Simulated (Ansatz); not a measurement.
# Group exchange: C2H6O + C3H7NO → CH5NO + C4H8O

Gas-phase species: C2H6O (dimethyl ether) `COC`, singlet; C3H7NO (propionamide) `CCC(N)=O`, singlet; CH5NO `CON`, singlet; C4H8O (2-butanone) `CCC(C)=O`, singlet. The partners trade CH3 for NH2: O–CH3 and C–NH2 bonds give way to O–NH2 and C–CH3.

Shapes, held fixed at every level: PBE0-D4/def2-TZVP. Flexible molecules stand in one conformer, not always the lowest. Programs: Ansatz 0.2.0. Electronic energies: no zero-point or thermal term.

```
               level                    kind  ΔE (kJ/mol)  less CCSD(T)/CBS estimate  CPU time (sum over the molecules)
   PBE-D4/def2-TZVPP                     GGA       +182.3                       -0.1                               35 s
 B3LYP-D4/def2-TZVPP           global hybrid       +185.7                       +3.3                               47 s
  PBE0-D4/def2-TZVPP           global hybrid       +188.8                       +6.4                               29 s
  wB97M-V/def2-TZVPP  range-separated hybrid       +184.6                       +2.2                              2 min
   B2PLYP/def2-TZVPP           double hybrid       +188.3                       +5.9                               60 s
      MP2/def2-TZVPP     perturbation theory       +192.2                       +9.8                                  –
CCSD(T)/CBS estimate   coupled cluster or CI       +182.4                        0.0                                  –
```

The highest level, CCSD(T)/CBS estimate, gives ΔE = +182.4 kJ/mol; the levels span +182.3 to +192.2. The column of differences is taken from that level and isn't an error. No measured value is set beside it here. The CBS estimate extrapolates MP2 from def2-TZVPP and def2-QZVPP and adds CCSD(T) − MP2 in the triple-zeta set, cores frozen. Times are processor times on shared x86 and Arm servers, and rough.
